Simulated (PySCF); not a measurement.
Isomers of C2H5N.

All values: CAM-B3LYP/def2-SVPD (PySCF) at PBE0-D3(BJ)/def2-SVP geometries, gas phase, one conformer each. Core orbitals are frozen in the response; Δα² is half the sum of the squared differences of the principal polarisabilities.

Question: Rank by polarisability anisotropy Δα, highest first.
A. `N(/[H])=C/C` (ethanimine)
B. `C1NC1` (aziridine)
C. `C=NC` (N-methylmethanimine)

Answer: C (2.51 Å³), A (2.07 Å³), B (0.65 Å³).

All values together:

```csv
SMILES,μ (D),HOMO (eV),LUMO (eV),α (Å³),Δα (Å³),ΔSCF removal energy (eV)
[H]/N=C\C,2.63,-9.07,1.09,5.08,2.07,10.20
C=NC,1.56,-8.78,0.83,5.22,2.51,9.85
C1CN1,1.72,-8.67,1.54,4.74,0.65,9.83
[H]/N=C/C,2.14,-9.10,1.08,5.13,2.21,10.23
```
